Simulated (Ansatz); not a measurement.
Basis-set extrapolation for `N[B]S` radical (PBE0-D4/def2-TZVP geometry, frozen core, Ansatz). Multiplicity 2, UHF reference.

```
                      def2-TZVPP   def2-QZVPP
                 HF  -478.471501  -478.486565
    MP2 correlation    -0.465066    -0.501442
CCSD(T) correlation    -0.518619      not run
```

Energies in hartree. Use E(X) = E(∞) + A·exp(−7.88·√X) for Hartree–Fock and E(X) = E(∞) + B·X^(−2.97) for correlation, with X = 3 and 4, and add CCSD(T) minus MP2 of the smaller set to the MP2 limit.

Q: What is the CCSD(T) energy at the basis-set limit?

A: HF limit: -478.486565 + (-0.015064) × 0.13774 = -478.48864. MP2 limit: -0.501442 + (-0.036376) × 0.74074 = -0.52839. Higher-order term: -0.518619 − (-0.465066) = -0.05355. Total: -479.07058 hartree, 50.5 kcal/mol below CCSD(T)/def2-TZVPP.
